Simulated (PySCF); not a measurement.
Exercise with solution: entropy of an ideal gas

hydrogen sulfide cation (H₂S), SMILES S (connectivity only; charge and spin as stated), charge +1, multiplicity 2.

Coordinates come from a PBE0-D3(BJ)/def2-TZVPD optimisation. The spin state was assumed, not searched.

PBE0-D3(BJ)/def2-TZVPD (PySCF 2.14.0) gives the harmonic wavenumbers 1180, 2592, 2595 cm⁻¹ and the rotational temperatures 14.4789, 12.3329, 6.6600 K. The molar mass is 34.08 g/mol, the symmetry number 2, the spin multiplicity 2.

**Question.** Work out the entropy at 298.15 K and 1 atm in the rigid-rotor, harmonic-oscillator model.

**Answer.** 
Translation (Sackur–Tetrode at 1 atm): S = R[1.5 ln M + 2.5 ln T − 1.16487] = 152.8 J/(mol K).
Rotation: q = (√π/σ) T^1.5/√(θA θB θC) = 132, S = R[ln q + 3/2] = 53.1 J/(mol K).
Vibration: with u = 1.4388 ν/T, each mode gives R[u/(e^u − 1) − ln(1 − e^−u)]:
| ν (cm⁻¹) | modes | u | S (J/(mol K)) |
|---|---|---|---|
| 1180 | 1 | 5.69 | 0.19 |
The stiffer modes add less than 0.005 each. Sum 0.2 J/(mol K).
Spin: R ln 2 = 5.8 J/(mol K).
Total 211.8 J/(mol K); the program's own thermochemistry gives 211.8. Translation makes up 72 % and vibration 0 %. Anharmonicity, hindered rotation and orbital degeneracy are left out.
